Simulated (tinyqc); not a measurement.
Worked calculation: extended Hueckel theory, for PH3+. The parameters take no account of the charge, which enters only through the electron count. One step of it, computed by the program tinyqc.

Task: Wolfsberg-Helmholz matrix. H_ij = K' S_ij (H_ii + H_jj)/2 for i != j (the diagonal keeps H_ii), with K' = 1.5.

overlap S, lower triangle:
```
           1P 3s     1P 3px     1P 3py     1P 3pz     2H 1s     3H 1s     4H 1s
1P 3s   1.000000
1P 3px  0.000000   1.000000
1P 3py  0.000000   0.000000   1.000000
1P 3pz  0.000000   0.000000   0.000000   1.000000
2H 1s   0.398613   0.510817   0.000000  -0.197635  1.000000
3H 1s   0.398543  -0.255558   0.442267  -0.197600  0.063611  1.000000
4H 1s   0.398543  -0.255558  -0.442267  -0.197600  0.063611  0.063676  1.000000
```

diagonal H_ii (eV): 1P 3s -18.600000, 1P 3px -14.000000, 1P 3py -14.000000, 1P 3pz -14.000000, 2H 1s -13.600000, 3H 1s -13.600000, 4H 1s -13.600000

K = 1.500000

Give: H.

Result:

H (eV), lower triangle:
```
           1P 3s    1P 3px    1P 3py    1P 3pz     2H 1s     3H 1s     4H 1s
1P 3s   -18.6000
1P 3px    0.0000  -14.0000
1P 3py    0.0000    0.0000  -14.0000
1P 3pz    0.0000    0.0000    0.0000  -14.0000
2H 1s    -9.6265  -10.5739    0.0000    4.0910  -13.6000
3H 1s    -9.6248    5.2900   -9.1549    4.0903   -1.2977  -13.6000
4H 1s    -9.6248    5.2900    9.1549    4.0903   -1.2977   -1.2990  -13.6000
```
